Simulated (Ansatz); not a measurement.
Si3H8⁺, that is Si(SiH3)2H2 with one electron fewer, relaxed as a doublet with UKS PBE0-D4/def2-SVP in Ansatz, starting from the PBE0-D4/def2-SVP geometry of the neutral singlet. Force threshold 0.02 eV/Å.

Start:

```xyz
11

Si    0.056   -0.738    0.660
Si   -1.744    0.749    0.443
H    -1.267    2.150    0.665
H    -2.823    0.442    1.432
H    -2.311    0.651   -0.938
Si    1.704   -0.211   -0.923
H     2.177    1.192   -0.707
H     1.127   -0.313   -2.299
H     2.873   -1.138   -0.818
H    -0.420   -2.142    0.444
H     0.629   -0.641    2.040
```

| step | energy (eV) | largest force component (eV/Å) | SCF passes |
| --- | --- | --- | --- |
| 1 | -23735.3634 | 2.589 | 28 |
| 2 | -23735.9810 | 0.583 | 29 |
| 3 | -23736.0699 | 0.162 | 27 |
| 4 | -23736.0786 | 0.047 | 25 |
| 5 | -23736.0865 | 0.062 | 26 |
| 6 | -23736.0892 | 0.017 | 25 |
| 7 | -23736.0901 | 0.015 | 25 |

Force components are those of the run's own axes.

End:

Cartesian coordinates in Å:
```
Si 0.069 -0.927 0.827
Si -1.562 0.816 0.260
H -0.901 2.120 0.514
H -2.543 0.384 1.305
H -1.983 0.572 -1.141
Si 1.503 -0.037 -0.955
H 1.839 1.358 -0.580
H 0.757 -0.198 -2.227
H 2.591 -1.039 -0.722
H -0.426 -2.298 0.539
H 0.655 -0.751 2.181
```

By distances, no bond broke or formed. The bond that changes most is Si1–Si2, from 2.34 to 2.45 Å (atoms count from 1).

The force fell under the threshold at step 6, but the optimiser went on. No frequencies were taken in this run, so the end may be a saddle point.

Run time 14 s (4 threads of Arm Neoverse V1 on a shared host).
